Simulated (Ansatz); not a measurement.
## A basis-limit estimate, worked out

An elementary step of CH6ClSi, doublet (SiH₃Cl ([SiH3][Cl]) + CH₃ → SiH₂Cl ([SiH2][Cl]) + CH₄; H–Si broken or loosened, H–C formed or tightened). “Start” and “end” are the PBE0-D4/def2-TZVP structures reached by relaxing down either side of its saddle point, with the molecules still in contact.

Program: Ansatz 0.2.0. Basis: def2-TZVPP and def2-QZVPP. Cores are frozen in the correlated methods; orbitals are unrestricted.

Energies in eV:

| quantity | end | start |
| --- | --- | --- |
| Hartree–Fock, triple zeta (X = 3) | -21492.62689 | -21492.26002 |
| Hartree–Fock, quadruple zeta (X = 4) | -21493.28521 | -21492.91869 |
| MP2 correlation, X = 3 | -13.43160 | -13.06489 |
| MP2 correlation, X = 4 | -14.52464 | -14.15959 |
| CCSD(T) correlation, X = 3 | -15.43654 | -15.13864 |

Work out the step energy at the basis limit: extrapolate Hartree–Fock as E(X) = E∞ + A exp(−7.88 √X) and the MP2 correlation as E(X) = E∞ + B X^−2.97 (the exponents that Neese and Valeev fitted for def2-TZVPP and QZVPP), then add CCSD(T) − MP2 in triple zeta.

Each step is linear, so take the differences first (end − start): Hartree–Fock -0.36687 (X = 3) and -0.36652 (X = 4); MP2 correlation -0.36671 and -0.36505; CCSD(T) correlation -0.29790.
Two points give E∞ = E(4) + w [E(4) − E(3)], with w = 1/(exp(7.88 (2 − √3)) − 1) = 0.1377 for Hartree–Fock and w = 1/((4/3)^2.97 − 1) = 0.7407 for the correlation.
Hartree–Fock: -0.36652 + 0.1377 × 0.00035 = -0.3665 eV.
MP2 correlation: -0.36505 + 0.7407 × 0.00166 = -0.3638 eV.
CCSD(T) − MP2: -0.29790 − (-0.36671) = 0.0688 eV.
Sum: -0.3665 + (-0.3638) + 0.0688 = -0.6615 eV, or -15.25 kcal/mol. Plain CCSD(T) in triple zeta gives -0.6648 eV, so the larger basis shifts the result by 0.0033 eV.

T1 diagnostic: at most 0.014. ⟨S²⟩ of the unrestricted Hartree–Fock references: 0.75 to 0.78 (a pure state has 0.75).

Radical steps of this kind take place in plasma deposition and etching.

Labels in which every atom is bracketed show which atoms are joined, not bond orders.

For scale, one of the runs: CCSD(T)/def2-TZVPP, 199 basis functions, launched by `ansatz run in.yaml --threads 4 --pin off --events-out ev --progress --plain --max-ram 9574MiB`. Time: 2.9 min of wall clock on 4 CPU threads of an Arm Neoverse N1; the host was shared. Peak host memory: 5.7 GiB.
